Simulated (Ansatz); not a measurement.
CHO₂ (charge -1), singlet: a pair in one relaxed arrangement.

Input (in.yaml):

```yaml
crystal:
  periodic: [false, false, false]
  atoms:
    - {symbol: O, position_ang: [0.525829, -0.178144, -0.744857]}
    - {symbol: H, position_ang: [-0.365383, 0.122898, -1.025978]}
    - {symbol: C, position_ang: [0.464258, -0.156540, 0.674527]}
    - {symbol: O, position_ang: [-0.624704, 0.211787, 1.096307]}
basis:
  gaussian: {orbitals: "def2-TZVPPD.json"}
total_charge: -1
hamiltonian: {xc: r2scan, dispersion: d4}
```

The basis file named in the input lies beside it (Basis Set Exchange, JSON).

Run by:

```bash
ansatz run in.yaml --threads 2 --pin off --events-out ev --progress --plain --max-ram 5222MiB
```

Output of Ansatz 0.2.0:

```
Functional definition: r2SCAN
  name "r2SCAN"
  cite "Furness, Kaplan, Ning, Perdew & Sun, J. Phys. Chem. Lett. 11, 8208 (2020) doi:10.1021/acs.jpclett.0c02405"
  cite "Furness, Kaplan, Ning, Perdew & Sun, J. Phys. Chem. Lett. 11, 9248 (2020) doi:10.1021/acs.jpclett.0c03077"
  parent r2scan
  parameter k0 = 0.174
  parameter k1 = 0.065
  parameter a1 = 4.9479
  exchange = r2scan_x(k0 = k0, k1 = k1, a1 = a1)
  correlation = r2scan_c
601 factors; their error is unknown
mean field evaluation 1: about -5146.0966 eV, gradient 1.5e1 eV
mean field evaluation 2: about -5144.7420 eV, gradient 2.9e1 eV
mean field evaluation 4: about -5146.6046 eV, gradient 3.2e0 eV
mean field evaluation 8: about -5146.6275 eV, gradient 7.6e-2 eV
mean field evaluation 16: about -5146.6190 eV, gradient 3.8e-5 eV
mean field -5146.61899128 eV, -189.1347594260 hartree, gradient 3.8e-5 eV, S^2 0.000000; 0 other end points of the search recorded, 0 dependent functions left out
reference -5146.61900187 eV, -189.1347598150 hartree; 12, 12 occupied and 122, 122 virtual orbitals, 601 factors
Total energy: -5146.62967553 eV, -189.1351520649 hartree
```

The lines “mean field evaluation” count trial sets of orbitals through the whole run, from several starts and some on an approximate energy, so they need not fall steadily or lie above the final value.

Hardware: 2 CPU threads of an Arm Neoverse V1, shared host. Wall time about 1.9 s.
